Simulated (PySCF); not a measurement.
## Working out the ionisation energy of P

P [Ne] 3s2 3p3 (4S) → P⁺ [Ne] 3s2 3p2 (3P). All numbers are calculated (PySCF 2.14, scalar relativity by spin-free X2C-1e, in aug-cc-pVQZ-DK (7s6p4d3f2g, 84 functions)). Frozen: [Ne]. Energies in hartree (1 hartree = 27.21139 eV):

| part | P (lower) | P⁺ (upper) |
| --- | --- | --- |
| UHF | -341.534149 | -341.170528 |
| CCSD correlation | -0.104863 | -0.084985 |
| (T) | -0.004580 | -0.002620 |

Task: What does Hartree-Fock give?

Result: (-341.170528) − (-341.534149) = 0.363621 hartree = 9.895 eV.

Task: What do CCSD and CCSD(T) give?

Result: The CCSD correlation energies differ by 0.019878 hartree = 0.541 eV and the triples by 0.001960 hartree = 0.053 eV, so CCSD gives 10.436 eV and CCSD(T) 10.489 eV.

Measured between the centres of the two terms (NIST): 10.526 eV, so CCSD(T) (valence) is off by -0.037 eV.

What remains against the reference includes basis incompleteness, the frozen core and higher excitations.
